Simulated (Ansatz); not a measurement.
Reactions of C2H6N2, SMILES `C1NCN1`.

Computed with Ansatz on PBE0-D4/def2-TZVP structures; ΔE is electronic, products minus reactants. CBS: MP2 limit from def2 TZ/QZ plus the TZ coupled-cluster correction, frozen cores. This one scheme is used for every species, atoms too. Double bonds are as drawn, so ΔE can hold a change between cis and trans. No spin–orbit coupling; open shells (•) take unrestricted orbitals. Spin–orbit coupling would lower the free atoms: a little for C. Each species was taken in one conformer, which may not be the lowest.

```tsv
reaction	CCSD(T)/def2-SVP (kcal/mol)	HF/CBS(def2) (kcal/mol)
`C1NCN1` → `C/N=N\C`	5.2	9.6
`C1NCN1` → `N/C=C\N`	-20.5	-22.6
`C1NCN1` → `CC(=N)N`	-37.5	-39.5
`C1NCN1` → `C=C(N)N`	-27.1	-30.6
`C1NCN1` → 2 C• + 6 H• + 2 N•	830.3	598.4
`C1NCN1` → `CNC=N`	-27.5	-28.6
```

**Question.** Give the CCSD(T)/CBS values in the same order. (Best estimate.)

**Answer.** The calculation gave: 7.2, -23.9, -37.9, -29.8, 882.3, -27.0 kcal/mol.

Largest T1 diagnostic: 0.013, for `CNC=N`.
